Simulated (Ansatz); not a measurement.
A made-up structure of CH₂Li, doublet:

Li1  (-1.455, 0.809, -0.584)
C2  (0.119, -0.066, 0.048)
H3  (-2.805, 1.202, 0.157)
H4  (1.054, 0.407, 0.385)
(Å)

It is relaxed with PBE-D4/def2-SVP and then PBE0-D4/def2-TZVP (Ansatz 0.2.0). Atoms count as bonded within 1.22 times the sum of their covalent radii (H–H: 0.88 Å). The end point is not checked to be a true minimum.

Question: Does its bonding change? (Judge from chemistry; the calculation decides.)

Answer: Computed: Yes. Formed: C2–H3; broken: Li1–H3.

Where it ends: The first stage lowers the energy by 3.73 eV in 16 steps. It ends as CH₂Li ([Li][CH2]):
```csv
atom,x (Å),y (Å),z (Å)
Li1,-1.4942,0.3365,-1.5882
C2,-0.7126,0.6085,0.1316
H3,-1.2024,1.0173,1.0277
H4,0.3221,0.3893,0.4339
```

Labels in which every atom is bracketed show which atoms are joined, not bond orders.

For scale, one of the runs: PBE0-D4/def2-TZVP relaxation, 57 basis functions, launched by `ansatz run in.yaml --threads 2 --pin off --events-out ev --progress --plain --max-ram 4352MiB`. Hardware: 2 CPU threads of an Arm Neoverse V1, shared host. Wall time about 3.2 s.
